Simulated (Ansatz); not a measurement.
# CHOSi: a trajectory, and a look at its input

A trajectory is wanted. The input is run as typed.

The runs use Ansatz 0.2.0, Gaussian basis; PBE0-D4/def2-SVP.

1 further run of the same task is left out (it didn't finish).

## (1) The structure

```
O    -0.6053    0.0116    1.8124
C    -0.2864   -0.0727    0.7407
Si    0.5801    0.6028   -0.8340
H     0.3116   -0.5417   -1.7192
```

## (2) The run

Input file run/in.yaml:

```yaml
crystal:
  periodic: [false, false, false]
  atoms:
    - {symbol: O, position_ang: [-0.605340, 0.011580, 1.812450]}
    - {symbol: C, position_ang: [-0.286430, -0.072750, 0.740690]}
    - {symbol: Si, position_ang: [0.580130, 0.602830, -0.833970]}
    - {symbol: H, position_ang: [0.311630, -0.541660, -1.719170]}
basis:
  gaussian: {orbitals: def2-SVP}
total_charge: 1
hamiltonian: {xc: pbe0, dispersion: d4}
md: {n_steps: 30, timestep: -0.5, temperature: 300, ensemble: nvt_langevin, seed: 526, friction: 0.002, initial_velocities: maxwell_boltzmann}
```

The run is started by

```
> ansatz run in.yaml --threads 2 --pin off --events-out ev --progress --plain --max-ram 3481MiB
```

**Question.** What will these runs give? Wanted: this run.

**Answer**, as computed:

```
quantity              value
this run            refused
   fault  negative timestep
```

**Reading.** A timestep must be positive.
